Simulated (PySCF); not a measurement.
# Functional dependence of a UV spectrum

Species: C₅H₉N.
InChI=1S/C5H9N/c1-3-4-5-6-2/h3H,1-2,4-5H2

Linear-response calculations in the def2-SVPD basis (PySCF; singlets by full response, triplets Tamm–Dancoff, core orbitals frozen in the response; HF means time-dependent Hartree–Fock). 'Strongest' is the level of largest summed f among the singlets computed (10 roots, of which the last may lack a degenerate partner); it can jump between rows when another state enters that window. S1 is the lowest singlet of each run and needn't be the same state throughout; f(S1) is that of one state. The structure is a single PBE0-D3(BJ)/def2-SVP conformer in the gas phase; no vibrational or solvent corrections.

```csv
functional,kind,S1 (eV),f(S1),strongest (eV),T1 (eV),HOMO (eV),gap (eV),"ionisation energy, ΔSCF (eV)"
LDA,LDA,4.53,0.003,6.58,3.85,-6.01,4.15,9.57
PBE,GGA,4.65,0.003,6.61,3.88,-5.93,4.31,9.36
B3LYP,"global hybrid, 20% exact exchange",4.85,0.002,7.18,4.05,-7.17,6.41,9.26
PBE0,"global hybrid, 25% exact exchange",4.89,0.002,7.21,4.03,-7.38,6.89,9.22
BHandHLYP,"global hybrid, 50% exact exchange",5.08,0.001,7.40,4.23,-8.39,9.04,9.42
CAM-B3LYP,range-separated hybrid,4.92,0.002,7.44,4.10,-8.76,9.42,9.54
wB97X-D,range-separated hybrid,4.96,0.002,7.52,4.20,-9.28,10.66,9.48
LC-wPBE,range-separated hybrid,5.00,0.002,7.51,4.12,-10.13,12.04,9.85
HF,Hartree–Fock,5.45,0.001,7.47,3.71,-9.81,12.60,not settled
```

S1 runs from 4.53 eV (LDA) to 5.45 eV (HF), a spread of 0.93 eV, while the orbital gap spreads over 8.4 eV. Along PBE (0%), B3LYP (20%), PBE0 (25%), BHandHLYP (50%), HF (100%) S1 rises with the share of exact exchange. −ε(HOMO) comes closest to its own ΔSCF ionisation energy with wB97X-D (-0.20 eV) and misses most with LDA (-3.56 eV). 'Not settled' means that the ion's SCF failed to converge or may have ended in another state than the lowest.
